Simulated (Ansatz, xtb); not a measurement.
## C2H2F2: which of two isomers lies lower

Structure a is `C=C(F)F`, a singlet and structure b is `F/C=C\F`, a singlet. Both are isolated molecules in the gas phase, relaxed with r2SCAN-D4/def2-SVP.

a (Å):

| atom | x (Å) | y (Å) | z (Å) |
| --- | --- | --- | --- |
| C | -0.1897 | -1.2948 | 1.4466 |
| C | -0.9269 | -2.1003 | 0.6913 |
| F | -2.1274 | -2.5429 | 1.0043 |
| F | -0.5672 | -2.5763 | -0.4830 |
| H | 0.7941 | -0.9838 | 1.0985 |
| H | -0.5774 | -0.9546 | 2.4056 |

b (Å):

```xyz
6

C    -0.5079   -2.0271    1.6299
C    -0.6054   -1.3610    0.4779
F    -1.2680   -3.0845    1.9123
F    -1.4703   -1.7034   -0.4763
H     0.2016   -1.7464    2.4130
H     0.0181   -0.4933    0.2460
```

Quicker runs give these differences E(b) − E(a): GFN2-xTB +7.7 kcal/mol; HF/STO-3G +9.6 kcal/mol (at GFN2-xTB geometries); r2SCAN-D4/def2-SVP//GFN2-xTB +12.5 kcal/mol.

Q: Estimate E(b) − E(a) at the level CCSD(T)/def2-TZVP.

A: Calculated at CCSD(T)/def2-TZVP: E(b) − E(a) = +10.2 kcal/mol, so structure a lies lower.

Level by level:

| level | geometry | E(b) − E(a) (kcal/mol) | departure from the last row (kcal/mol) | job, with rough time for the two |
| --- | --- | --- | --- | --- |
| GFN2-xTB | GFN2-xTB | +7.7 | −2.5 | optimisation, 0.06 s |
| HF/STO-3G | GFN2-xTB | +9.6 | −0.6 | single point, 0.16 s |
| r2SCAN-D4/def2-SVP//GFN2-xTB | GFN2-xTB | +12.5 | +2.3 | single point, 1.8 s |
| r2SCAN-D4/def2-SVP | r2SCAN-D4/def2-SVP | +12.6 | +2.4 | optimisation, 10 s |
| HF/def2-TZVP | r2SCAN-D4/def2-SVP | +10.2 | −0.1 | part of the CCSD(T) run |
| MP2/def2-TZVP | r2SCAN-D4/def2-SVP | +11.1 | +0.8 | part of the CCSD(T) run |
| CCSD(T)/def2-TZVP | r2SCAN-D4/def2-SVP | +10.2 |  | single point, 24 s |

As drawn, both hold the same kinds of bond in the same numbers.

The levels shown agree on the order. The largest departure from CCSD(T)/def2-TZVP is that of GFN2-xTB, 2.5 kcal/mol.

With harmonic frequencies from r2SCAN-D4/def2-SVP (ideal gas, rigid rotor, one conformer each, 298.15 K, 1 atm): the zero-point term adds +0.2 kcal/mol; ΔH is +10.6 and ΔG +10.3 kcal/mol.

The correlated steps freeze 4 core orbitals. Programs: Ansatz 0.2.0, xtb 6.7.1; the last row on 2 threads of Arm Neoverse V2 on a shared host.
